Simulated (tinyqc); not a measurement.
Extended Hueckel theory, for N2, step by step. One step of it, computed by the program tinyqc.

Question. Mulliken analysis. P = C n C^T; charge = valence electrons (N 5) minus the sum of (P S)_ii on the atom; overlap population = 2 sum P_ij S_ij between two atoms.

coefficients:
```
              MO1        MO2        MO3       MO4        MO5        MO6        MO7        MO8
1N 2s    0.598159   0.649680   0.000000  0.000000  -0.201892   0.000000   0.000000   0.886677
1N 2px   0.000000   0.000000  -0.142599  0.626513   0.000000  -0.477508   0.636999   0.000000
1N 2py   0.000000   0.000000   0.626513  0.142599   0.000000   0.636999   0.477508   0.000000
1N 2pz   0.023450  -0.324302   0.000000  0.000000   0.638695   0.000000   0.000000   1.021314
2N 2s    0.598159  -0.649680   0.000000  0.000000  -0.201892   0.000000   0.000000  -0.886677
2N 2px   0.000000   0.000000  -0.142599  0.626513   0.000000   0.477508  -0.636999   0.000000
2N 2py   0.000000   0.000000   0.626513  0.142599   0.000000  -0.636999  -0.477508   0.000000
2N 2pz  -0.023450  -0.324302   0.000000  0.000000  -0.638695   0.000000   0.000000   1.021314
```

occupations: 2.000000  2.000000  2.000000  2.000000  2.000000  0.000000  0.000000  0.000000

overlap S, lower triangle:
```
            1N 2s    1N 2px    1N 2py     1N 2pz     2N 2s    2N 2px    2N 2py    2N 2pz
1N 2s    1.000000
1N 2px   0.000000  1.000000
1N 2py   0.000000  0.000000  1.000000
1N 2pz   0.000000  0.000000  0.000000   1.000000
2N 2s    0.365289  0.000000  0.000000   0.384105  1.000000
2N 2px   0.000000  0.211084  0.000000   0.000000  0.000000  1.000000
2N 2py   0.000000  0.000000  0.211084   0.000000  0.000000  0.000000  1.000000
2N 2pz  -0.384105  0.000000  0.000000  -0.332110  0.000000  0.000000  0.000000  1.000000
```

Give: charges; Overlap populations.

Answer.

charges: 1N 0.0000, 2N 0.0000

Overlap populations:
```
pair     value
2-1   1.360013
```
